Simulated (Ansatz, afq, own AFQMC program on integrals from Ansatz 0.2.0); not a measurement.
# BH₂+ (singlet): AFQMC on the coupled-cluster ladder at angle H2–B1–H3 = 120.7°, cc-pVDZ

One table from this session's results is given with a row withheld; the runs are named, their logs left out.

The runs use Ansatz 0.2.0, Gaussian basis, and an in-house AFQMC program (afq) on its integrals; all values are calculated; cc-pVDZ, frozen cores.

To be run: Full CI; PBE (unrestricted); r2SCAN (unrestricted); PBE0 (unrestricted); B3LYP (unrestricted); wB97M-V (unrestricted); B2PLYP (unrestricted); CCSD(T) on RHF; Full CI; CCSDT(Q) on RHF; Phaseless AFQMC, CISD trial on RHF; UHF.

4 further runs of the same task are left out: 4 that didn't finish.

### What is computed

The geometry derives from a PBE0/def2-TZVP stationary point (not a proven minimum). One angle is set to the value named; bond lengths are kept.

3 atoms, charge 1, spin multiplicity 1.

Atoms are counted from 1 here; the program's logs count them from 0.

Bond lengths: B1–H2 1.179 Å, B1–H3 1.179 Å. Angles: H2–B1–H3 120.7°.

Geometry (Å):

```xyz
3
charge 1, multiplicity 1
B    -0.0917    0.0000    0.0000
H     0.4917    0.0000   -1.0248
H     0.4917    0.0000    1.0248
```

Set-up of the first run:

Contents of in.yaml:

```yaml
crystal:
  periodic: [false, false, false]
  atoms:
    - {symbol: B, position_ang: [-0.091678, 0.000000, 0.000000]}
    - {symbol: H, position_ang: [0.491663, 0.000000, -1.024783]}
    - {symbol: H, position_ang: [0.491663, 0.000000, 1.024783]}
basis:
  gaussian: {orbitals: cc-pVDZ}
total_charge: 1
correlation: {method: fci, electrons: outside_noble_gas}
```

Started as:

```console
$ ansatz run in.yaml --threads 1 --pin off --events-out ev --progress --plain --max-ram 16896MiB --backend cuda --devices 0, --max-vram 18GiB
```

Steps of the session up to this table: Full CI; PBE (unrestricted); r2SCAN (unrestricted); PBE0 (unrestricted); B3LYP (unrestricted); wB97M-V (unrestricted); B2PLYP (unrestricted); CCSD(T) on RHF; CCSDT(Q) on RHF; Phaseless AFQMC, CISD trial on RHF; UHF.

One of the session's tables, all rows but one given; the rest of the session is left out.

On the RHF determinant, counted from full CI (exact for this spin and basis):

| level | from full CI (kJ/mol) |
| --- | --- |
| HF | +202.4 |
| MP2 | ? |
| CCSD | +2.6 |
| CCSD(T) | +0.7 |
| CCSDT(Q) | 0.0 |
| full CI | 0.0 |
| Phaseless AFQMC, CISD trial, step 0.005, 4000 walkers | +0.2 |

Estimate the missing values for MP2.

As computed: from full CI (kJ/mol): +52.4. In the column «from full CI (kJ/mol)» it lies between CCSD (+2.6) and HF (+202.4).

The functionals' totals stand on their own zeros and serve differences with other points: PBE -694.479 eV; r2SCAN -695.313 eV; PBE0 -694.842 eV; B3LYP -696.178 eV; wB97M-V -695.492 eV; B2PLYP -695.211 eV.

To keep in mind: On the RHF determinant, counted from full CI (exact for this spin and basis): On RHF the phaseless walk with the CISD trial lies +0.2 kJ/mol from full CI, within three error bars. Error bars are statistical and leave out the constraint, the time step and what remains of the start.
